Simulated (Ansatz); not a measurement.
CH₄SSi, SMILES `C1[SiH2]S1`, 7 atoms. Total charge 0; spin multiplicity 1. All runs use 2 threads of an AMD EPYC 7R43 on a shared host. Correlated methods freeze the cores. Open-shell runs search over several starts.

(1) How many basis functions does each run have, and how long does it take in Ansatz? RKS PBE0-D4/def2-QZVPP energy; UKS B3LYP-D4/def2-TZVPP energy of the cation; RHF-MP2/def2-QZVPP energy; UKS r2SCAN-D4/def2-TZVPP energy of the cation; RKS BHLYP-D4/def2-TZVPP energy; RKS PBE0-D4/def2-TZVP frequencies; RKS ωB97M-V/def2-SVP energy; RHF-CCSD(T)/def2-TZVPP energy; UKS B2PLYP (frozen core)/def2-TZVPP energy of the cation; direct RPA on PBE orbitals/def2-TZVPP energy; UHF-MP2/def2-QZVPP energy of the cation; UHF-CCSD(T)/def2-TZVPP energy of the cation. (An estimate is asked.)

## Answers

(1) Computed: Other jobs shared the machine, so times are rough.

| level | job | functions | wall time | peak host memory (GiB) |
| --- | --- | --- | --- | --- |
| RKS BHLYP-D4/def2-TZVPP | energy | 171 | 4.2 s | 0.33 |
| direct RPA on PBE orbitals/def2-TZVPP | energy | 171 | 4.6 s | 0.33 |
| RKS ωB97M-V/def2-SVP | energy | 70 | 6.5 s | 0.33 |
| UKS B3LYP-D4/def2-TZVPP | energy of the cation | 171 | 11 s | 0.43 |
| RKS PBE0-D4/def2-QZVPP | energy | 317 | 11 s | 0.76 |
| UKS B2PLYP (frozen core)/def2-TZVPP | energy of the cation | 171 | 15 s | 0.41 |
| UKS r2SCAN-D4/def2-TZVPP | energy of the cation | 171 | 18 s | 0.33 |
| RHF-MP2/def2-QZVPP | energy | 317 | 20 s | 1.1 |
| RHF-CCSD(T)/def2-TZVPP | energy | 171 | 29 s | 1.3 |
| UHF-MP2/def2-QZVPP | energy of the cation | 317 | 68 s | 1.2 |
| UHF-CCSD(T)/def2-TZVPP | energy of the cation | 171 | 99 s | 3.2 |
| RKS PBE0-D4/def2-TZVP | frequencies | 129 | 110 s | 0.33 |

B3LYP here is the variant with VWN-RPA as its local correlation; programs differ in this.
